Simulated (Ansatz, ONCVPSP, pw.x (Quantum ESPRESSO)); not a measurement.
From atom to crystal: ONCV potential for In

In, optimised norm-conserving Vanderbilt (ONCV), made with ONCVPSP 4.0.1.1 (patched build) (LDA (Perdew-Wang 92), scalar-relativistic). Core [Ar] 3d10, reference 4s2 4p6 4d10 5s2 5p1. Waves: 4s+5s: rc 1.50 bohr, ncon 3, nbas 6, qcut 8.2 1/bohr, 2 projectors; 4p+5p: rc 1.80 bohr, ncon 4, nbas 8, qcut 9.4 1/bohr, 3 projectors, debl 2.4 Ha; 4d: rc 1.45 bohr, ncon 3, nbas 8, qcut 8.9 1/bohr, 2 projectors, debl 2.4 Ha. Local part: polynomial inside 1.45 bohr (lpopt 5, dvloc0 0 Ha). Core correction: none.

Atomic tests: cutoffs needed: 32 Ha and 37 Ha (the cutoffs (Ha) at which the residual kinetic energy of the hardest occupied pseudo-wave falls to 1 and 0.1 mHa per electron); ghost test: no bound ghost flagged; no localised positive-energy state flagged; configuration tests: 1 of 4 tests not solved or not reliable.

Crystal test: bcc In in pw.x 7.5, no spin, 13³ k-points, Fermi–Dirac smearing 0.01 Ry, cutoffs 85/340 Ry. The reference is all-electron LAPW (Ansatz 0.2.0) with the same functional, mesh and smearing; V0 and B0 come from Birch–Murnaghan fits to the pressures at five volumes. Errors are pseudo minus all-electron; Δ is the rms difference of the E(V) curves that follow from these fits, minima aligned, over ±6 % about the mean V0. Mesh and smearing are coarse, so the numbers serve the comparison and aren't converged zero-temperature values; the lattice is a test structure that the element need not adopt.

All-electron: a0 = 3.677 Å (V0 = 24.85 Å³/atom), B0 = 48.8 GPa.

**Question.** How far does the potential miss the all-electron equation of state?

**Answer.** mean pressure error (GPa): +0.08; a0 (Å): 3.679; a0 error (%): +0.05; B0 error (%): -0.3; Δ (meV/atom): 0.4. Atomic configuration tests: 1 of 4 tests not solved or not reliable.

```csv
V (Å³/atom),P all-electron (GPa),P pseudo (GPa)
23.764,2.46,2.55
24.390,0.96,1.05
25.015,-0.32,-0.24
25.640,-1.40,-1.33
26.266,-2.33,-2.26
```

**Question.** At the middle volume, how do free energy and pressure move when the wave cutoff is lowered (ecutrho kept at four times it)?

**Answer.**

```csv
cutoff (Ry),shift of F (meV/atom),shift of P (GPa)
38,+24833.2,-533.68
51,+3668.6,-133.11
68,+108.6,-8.39
```

Input at the middle volume:

```
&control
  calculation='scf', prefix='x', pseudo_dir='./', outdir='./tmp', tstress=.true., disk_io='low'
/
&system
  ibrav=0, nat=1, ntyp=1, ecutwfc=85, ecutrho=340, nbnd=19,
  occupations='smearing', smearing='fd', degauss=0.01
/
&electrons
  conv_thr=1e-09, mixing_beta=0.4, electron_maxstep=70
/
ATOMIC_SPECIES
In 1.0 In.UPF
CELL_PARAMETERS angstrom
  -1.84238408 1.84238408 1.84238408
  1.84238408 -1.84238408 1.84238408
  1.84238408 1.84238408 -1.84238408
ATOMIC_POSITIONS crystal
In 0.0000 0.0000 0.0000
K_POINTS automatic
13 13 13 0 0 0
```

```bash
pw.x < In.scf.in > In.scf.out
```

Lines of the output:

```
Message from routine setup:
     using ibrav=0 with symmetry is DISCOURAGED, use correct ibrav instead
     lattice parameter (alat)  =       6.0303  a.u.
     unit-cell volume          =     168.8096 (a.u.)^3
     number of electrons       =        21.00
     number of Kohn-Sham states=           19
     kinetic-energy cutoff     =      85.0000  Ry
     charge density cutoff     =     340.0000  Ry
     scf convergence threshold =      1.0E-09
     Exchange-correlation= SLA  PW   NOGX NOGC
     number of k points=    84  Fermi-Dirac smearing, width (Ry)=  0.0100
     iteration #  1     ecut=    85.00 Ry     beta= 0.40
     total energy              =    -380.87038693 Ry
     estimated scf accuracy    <       0.00686461 Ry
     iteration #  2     ecut=    85.00 Ry     beta= 0.40
     total energy              =    -380.87100289 Ry
     estimated scf accuracy    <       0.00070319 Ry
     iteration #  3     ecut=    85.00 Ry     beta= 0.40
     total energy              =    -380.87098432 Ry
     estimated scf accuracy    <       0.00013441 Ry
     iteration #  4     ecut=    85.00 Ry     beta= 0.40
     total energy              =    -380.87099427 Ry
     estimated scf accuracy    <       0.00000163 Ry
     iteration #  5     ecut=    85.00 Ry     beta= 0.40
     total energy              =    -380.87099422 Ry
     estimated scf accuracy    <       0.00000052 Ry
     iteration #  6     ecut=    85.00 Ry     beta= 0.40
     total energy              =    -380.87099430 Ry
     estimated scf accuracy    <       0.00000004 Ry
     iteration #  7     ecut=    85.00 Ry     beta= 0.40
     total energy              =    -380.87099430 Ry
     estimated scf accuracy    <          9.5E-09 Ry
     iteration #  8     ecut=    85.00 Ry     beta= 0.40
     the Fermi energy is    13.1064 ev
!    total energy              =    -380.87099430 Ry
     estimated scf accuracy    <          7.2E-11 Ry
     smearing contrib. (-TS)   =      -0.00199470 Ry
     The total energy is F=E-TS. E is the sum of the following terms:
     one-electron contribution =    -237.76676469 Ry
     hartree contribution      =     119.93457561 Ry
     xc contribution           =     -32.55350698 Ry
     ewald contribution        =    -230.48330355 Ry
     convergence has been achieved in   8 iterations
          total   stress  (Ry/bohr**3)                   (kbar)     P=       -2.38
```

The run at the middle volume (84 k-points, 8 iterations) took about 24 s on one core of a shared host (Intel(R) Xeon(R) 6975P-C, 192 threads, 1512 GiB, load 80).
